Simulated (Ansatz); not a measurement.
Ansatz (a quantum-chemistry and plane-wave program) input (B3LYP-D3(BJ)/def2-TZVP):

Ansatz 0.2 input:
```yaml
crystal:
  periodic: [false, false, false]
  atoms:
    - {symbol: O, position_ang: [0.24397327, 1.29816191, 0.28691816]}
    - {symbol: C, position_ang: [0.00564102, 0.12351485, 0.02760402]}
    - {symbol: N, position_ang: [1.00713546, -0.77109991, -0.25934767]}
    - {symbol: C, position_ang: [-1.34933143, -0.39570472, -0.01723319]}
    - {symbol: H, position_ang: [0.83263926, -1.75687301, -0.33347649]}
    - {symbol: H, position_ang: [-1.57262671, -1.42566528, -0.26145349]}
    - {symbol: H, position_ang: [-2.15610169, 0.28717211, 0.19841180]}
    - {symbol: H, position_ang: [1.95649730, -0.45909057, -0.14561854]}
basis:
  gaussian:
    orbitals: def2-TZVP
hamiltonian:
  xc: b3lyp
  dispersion: d3bj
magnetization: {spin_polarized: true, initial_magnetization: 1}
phonons: {temperatures: {t_min: 298.15, t_max: 298.15, t_step: 100}}
```

Output:

```
Functional definition: B3LYP
integrals: 0.05 GiB planned
842 factors; their error is unknown
mean field: 0.67 GiB planned
mean field evaluation 1: about -5669.1267 eV, gradient 4.8e1 eV
mean field evaluation 2: about -5658.7699 eV, gradient 7.0e1 eV
mean field evaluation 4: about -5677.4046 eV, gradient 4.6e0 eV
mean field evaluation 8: about -5677.4808 eV, gradient 1.2e-1 eV
mean field evaluation 16: about -5677.4802 eV, gradient 6.3e-4 eV
mean field -5677.48019165 eV, -208.6435487088 hartree, gradient 3.7e-5 eV, S^2 0.756694; 0 other end points of the search recorded, 0 dependent functions left out
the calculation of the forces begins
reference -5677.48041337 eV, -208.6435568567 hartree; 16, 15 occupied and 132, 133 virtual orbitals, 842 factors
these checks for a lower state are left out or cut short: stability, starts, cluster_reference, orbital_swaps, neighbouring_geometries, increment
integrals: 0.05 GiB planned
842 factors; their error is unknown
mean field: 0.67 GiB planned
mean field -5677.48016132 eV, -208.6435475943 hartree, gradient 2.5e-6 eV, S^2 0.756704; 0 other end points of the search recorded, 0 dependent functions left out
the calculation of the forces begins
reference -5677.48038303 eV, -208.6435557418 hartree; 16, 15 occupied and 132, 133 virtual orbitals, 842 factors
these checks for a lower state are left out or cut short: stability, starts, cluster_reference, orbital_swaps, neighbouring_geometries, increment
integrals: 0.05 GiB planned
842 factors; their error is unknown
mean field: 0.67 GiB planned
mean field evaluation 32: about -5677.4801 eV, gradient 4.4e-3 eV
mean field -5677.48014894 eV, -208.6435471394 hartree, gradient 2.5e-6 eV, S^2 0.756684; 0 other end points of the search recorded, 0 dependent functions left out
the calculation of the forces begins
reference -5677.48037068 eV, -208.6435552879 hartree; 16, 15 occupied and 132, 133 virtual orbitals, 842 factors
these checks for a lower state are left out or cut short: stability, starts, cluster_reference, orbital_swaps, neighbouring_geometries, increment
integrals: 0.05 GiB planned
842 factors; their error is unknown
mean field: 0.67 GiB planned
mean field -5677.48001756 eV, -208.6435423110 hartree, gradient 2.4e-6 eV, S^2 0.756775; 0 other end points of the search recorded, 0 dependent functions left out
the calculation of the forces begins
reference -5677.48023932 eV, -208.6435504606 hartree; 16, 15 occupied and 132, 133 virtual orbitals, 842 factors
these checks for a lower state are left out or cut short: stability, starts, cluster_reference, orbital_swaps, neighbouring_geometries, increment
integrals: 0.05 GiB planned
842 factors; their error is unknown
mean field: 0.67 GiB planned
mean field -5677.47995424 eV, -208.6435399842 hartree, gradient 2.6e-6 eV, S^2 0.756615; 0 other end points of the search recorded, 0 dependent functions left out
the calculation of the forces begins
reference -5677.48017591 eV, -208.6435481306 hartree; 16, 15 occupied and 132, 133 virtual orbitals, 842 factors
these checks for a lower state are left out or cut short: stability, starts, cluster_reference, orbital_swaps, neighbouring_geometries, increment
integrals: 0.05 GiB planned
842 factors; their error is unknown
mean field: 0.67 GiB planned
mean field -5677.48017831 eV, -208.6435482186 hartree, gradient 2.3e-6 eV, S^2 0.756712; 0 other end points of the search recorded, 0 dependent functions left out
the calculation of the forces begins
reference -5677.48040004 eV, -208.6435563670 hartree; 16, 15 occupied and 132, 133 virtual orbitals, 842 factors
these checks for a lower state are left out or cut short: stability, starts, cluster_reference, orbital_swaps, neighbouring_geometries, increment
integrals: 0.05 GiB planned
[...]
reference -5677.48032526 eV, -208.6435536190 hartree; 16, 15 occupied and 132, 133 virtual orbitals, 842 factors
these checks for a lower state are left out or cut short: stability, starts, cluster_reference, orbital_swaps, neighbouring_geometries, increment
integrals: 0.05 GiB planned
842 factors; their error is unknown
mean field: 0.67 GiB planned
mean field -5677.48018264 eV, -208.6435483779 hartree, gradient 2.4e-6 eV, S^2 0.756693; 0 other end points of the search recorded, 0 dependent functions left out
the calculation of the forces begins
reference -5677.48040434 eV, -208.6435565251 hartree; 16, 15 occupied and 132, 133 virtual orbitals, 842 factors
these checks for a lower state are left out or cut short: stability, starts, cluster_reference, orbital_swaps, neighbouring_geometries, increment
integrals: 0.05 GiB planned
842 factors; their error is unknown
mean field: 0.67 GiB planned
mean field -5677.48018557 eV, -208.6435484853 hartree, gradient 2.5e-6 eV, S^2 0.756695; 0 other end points of the search recorded, 0 dependent functions left out
the calculation of the forces begins
reference -5677.48040731 eV, -208.6435566341 hartree; 16, 15 occupied and 132, 133 virtual orbitals, 842 factors
these checks for a lower state are left out or cut short: stability, starts, cluster_reference, orbital_swaps, neighbouring_geometries, increment
integrals: 0.05 GiB planned
842 factors; their error is unknown
mean field: 0.67 GiB planned
mean field -5677.48010003 eV, -208.6435453420 hartree, gradient 2.5e-6 eV, S^2 0.756688; 0 other end points of the search recorded, 0 dependent functions left out
the calculation of the forces begins
reference -5677.48032174 eV, -208.6435534895 hartree; 16, 15 occupied and 132, 133 virtual orbitals, 842 factors
these checks for a lower state are left out or cut short: stability, starts, cluster_reference, orbital_swaps, neighbouring_geometries, increment
integrals: 0.05 GiB planned
842 factors; their error is unknown
mean field: 0.67 GiB planned
mean field -5677.48014392 eV, -208.6435469549 hartree, gradient 2.5e-6 eV, S^2 0.756700; 0 other end points of the search recorded, 0 dependent functions left out
the calculation of the forces begins
reference -5677.48036565 eV, -208.6435551034 hartree; 16, 15 occupied and 132, 133 virtual orbitals, 842 factors
these checks for a lower state are left out or cut short: stability, starts, cluster_reference, orbital_swaps, neighbouring_geometries, increment
integrals: 0.05 GiB planned
842 factors; their error is unknown
mean field: 0.67 GiB planned
mean field evaluation 288: about -5677.4827 eV, gradient 2.0e-4 eV
mean field -5677.48014139 eV, -208.6435468620 hartree, gradient 2.5e-6 eV, S^2 0.756698; 0 other end points of the search recorded, 0 dependent functions left out
the calculation of the forces begins
reference -5677.48036310 eV, -208.6435550096 hartree; 16, 15 occupied and 132, 133 virtual orbitals, 842 factors
these checks for a lower state are left out or cut short: stability, starts, cluster_reference, orbital_swaps, neighbouring_geometries, increment
integrals: 0.05 GiB planned
842 factors; their error is unknown
mean field: 0.67 GiB planned
mean field -5677.48013595 eV, -208.6435466618 hartree, gradient 2.5e-6 eV, S^2 0.756690; 0 other end points of the search recorded, 0 dependent functions left out
the calculation of the forces begins
reference -5677.48035767 eV, -208.6435548101 hartree; 16, 15 occupied and 132, 133 virtual orbitals, 842 factors
these checks for a lower state are left out or cut short: stability, starts, cluster_reference, orbital_swaps, neighbouring_geometries, increment
integrals: 0.05 GiB planned
842 factors; their error is unknown
mean field: 0.67 GiB planned
mean field -5677.48018579 eV, -208.6435484935 hartree, gradient 2.5e-6 eV, S^2 0.756695; 0 other end points of the search recorded, 0 dependent functions left out
the calculation of the forces begins
reference -5677.48040750 eV, -208.6435566414 hartree; 16, 15 occupied and 132, 133 virtual orbitals, 842 factors
these checks for a lower state are left out or cut short: stability, starts, cluster_reference, orbital_swaps, neighbouring_geometries, increment
integrals: 0.05 GiB planned
842 factors; their error is unknown
mean field: 0.67 GiB planned
mean field -5677.48018295 eV, -208.6435483890 hartree, gradient 2.5e-6 eV, S^2 0.756693; 0 other end points of the search recorded, 0 dependent functions left out
the calculation of the forces begins
reference -5677.48040467 eV, -208.6435565371 hartree; 16, 15 occupied and 132, 133 virtual orbitals, 842 factors
these checks for a lower state are left out or cut short: stability, starts, cluster_reference, orbital_swaps, neighbouring_geometries, increment
integrals: 0.05 GiB planned
842 factors; their error is unknown
mean field: 0.67 GiB planned
mean field evaluation 320: about -5677.4801 eV, gradient 2.3e-6 eV
mean field -5677.48008237 eV, -208.6435446927 hartree, gradient 2.5e-6 eV, S^2 0.756693; 0 other end points of the search recorded, 0 dependent functions left out
the calculation of the forces begins
reference -5677.48030411 eV, -208.6435528419 hartree; 16, 15 occupied and 132, 133 virtual orbitals, 842 factors
these checks for a lower state are left out or cut short: stability, starts, cluster_reference, orbital_swaps, neighbouring_geometries, increment
integrals: 0.05 GiB planned
842 factors; their error is unknown
mean field: 0.67 GiB planned
mean field -5677.48003944 eV, -208.6435431153 hartree, gradient 2.5e-6 eV, S^2 0.756695; 0 other end points of the search recorded, 0 dependent functions left out
the calculation of the forces begins
reference -5677.48026113 eV, -208.6435512621 hartree; 16, 15 occupied and 132, 133 virtual orbitals, 842 factors
these checks for a lower state are left out or cut short: stability, starts, cluster_reference, orbital_swaps, neighbouring_geometries, increment
integrals: 0.05 GiB planned
842 factors; their error is unknown
mean field: 0.67 GiB planned
mean field -5677.48015836 eV, -208.6435474854 hartree, gradient 2.5e-6 eV, S^2 0.756690; 0 other end points of the search recorded, 0 dependent functions left out
the calculation of the forces begins
reference -5677.48038009 eV, -208.6435556337 hartree; 16, 15 occupied and 132, 133 virtual orbitals, 842 factors
these checks for a lower state are left out or cut short: stability, starts, cluster_reference, orbital_swaps, neighbouring_geometries, increment
integrals: 0.05 GiB planned
842 factors; their error is unknown
mean field: 0.67 GiB planned
mean field -5677.48016586 eV, -208.6435477611 hartree, gradient 2.4e-6 eV, S^2 0.756698; 0 other end points of the search recorded, 0 dependent functions left out
the calculation of the forces begins
reference -5677.48038757 eV, -208.6435559088 hartree; 16, 15 occupied and 132, 133 virtual orbitals, 842 factors
these checks for a lower state are left out or cut short: stability, starts, cluster_reference, orbital_swaps, neighbouring_geometries, increment
integrals: 0.05 GiB planned
842 factors; their error is unknown
mean field: 0.67 GiB planned
mean field -5677.48018580 eV, -208.6435484940 hartree, gradient 2.5e-6 eV, S^2 0.756695; 0 other end points of the search recorded, 0 dependent functions left out
the calculation of the forces begins
reference -5677.48040753 eV, -208.6435566421 hartree; 16, 15 occupied and 132, 133 virtual orbitals, 842 factors
these checks for a lower state are left out or cut short: stability, starts, cluster_reference, orbital_swaps, neighbouring_geometries, increment
integrals: 0.05 GiB planned
842 factors; their error is unknown
mean field: 0.67 GiB planned
mean field evaluation 352: about -5677.4799 eV, gradient 3.1e-1 eV
mean field -5677.48018856 eV, -208.6435485953 hartree, gradient 2.5e-6 eV, S^2 0.756693; 0 other end points of the search recorded, 0 dependent functions left out
the calculation of the forces begins
reference -5677.48041027 eV, -208.6435567431 hartree; 16, 15 occupied and 132, 133 virtual orbitals, 842 factors
Total energy: -5677.69204360 eV, -208.6513341243 hartree
Atom 0 at     0.243973     1.298162     0.286918 Å, force    -0.000402    -0.000337    -0.000195 eV/Å
Atom 1 at     0.005641     0.123515     0.027604 Å, force     0.001147     0.001318     0.000669 eV/Å
Atom 2 at     1.007135    -0.771100    -0.259348 Å, force    -0.000865    -0.000548    -0.000230 eV/Å
Atom 3 at    -1.349331    -0.395705    -0.017233 Å, force     0.000966    -0.000790    -0.000223 eV/Å
Atom 4 at     0.832639    -1.756873    -0.333476 Å, force    -0.000003     0.000012    -0.000146 eV/Å
Atom 5 at    -1.572627    -1.425665    -0.261453 Å, force    -0.000178     0.000066     0.000127 eV/Å
Atom 6 at    -2.156102     0.287172     0.198412 Å, force    -0.000001     0.000104    -0.000138 eV/Å
Atom 7 at     1.956497    -0.459091    -0.145619 Å, force    -0.000663     0.000176     0.000136 eV/Å
Dipole moment:    -0.015766    -0.806173    -0.112559 e Å
Vibrations: 179.07 273.31 421.09 503.11 551.02 608.10 755.46 913.99 954.64 1111.83 1346.36 1469.56 1612.31 1673.41 3156.22 3276.94 3586.95 3715.78 cm⁻¹, zero-point energy 1.618561 eV
```

It need not be the lowest isomer of its formula.
